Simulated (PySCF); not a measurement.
ammonia cation (H₃N), SMILES N (connectivity only; charge and spin as stated), charge +1, multiplicity 2. Atoms are numbered in the order given.

```xyz
4

N      0.0000     0.0000     0.0000
H      1.0243     0.0000     0.0000
H     -0.5121    -0.8870     0.0000
H     -0.5121     0.8870     0.0000
```
Charge +1, spin multiplicity 2.

Geometry optimised at r2SCAN-D4/def2-TZVPD. The multiplicity is an assumed one; other spin states were not compared.

Two levels are set side by side: PBE/pcH-1 (PySCF) and B3LYP/pcH-1 (PySCF). Contact hyperfine couplings, same geometry. Differences are taken from unrounded values.

```json
[
 {"quantity": "A(iso) of 14N, atom N1 (MHz)", "B3LYP": "45.3"},
 {"quantity": "A(iso) of 1H, atom H2 (MHz)", "B3LYP": "-77.3"},
 {"quantity": "A(iso) of 1H, atom H3 (MHz)", "B3LYP": "-77.3"},
 {"quantity": "A(iso) of 1H, atom H4 (MHz)", "B3LYP": "-77.3"}
]
```

Question: What does PBE give, and how far is it from B3LYP? (The exact figures need the calculation; the answer reports its results.)

Answer: 
```
quantity                        PBE  PBE minus B3LYP
----------------------------  -----  ---------------
A(iso) of 14N, atom N1 (MHz)   36.7             -8.5
A(iso) of 1H, atom H2 (MHz)   -72.8              4.5
A(iso) of 1H, atom H3 (MHz)   -72.8              4.5
A(iso) of 1H, atom H4 (MHz)   -72.8              4.5
```

Rough cost on one machine, each run with all the roots and properties that it gave: B3LYP against PBE within a factor of 2.
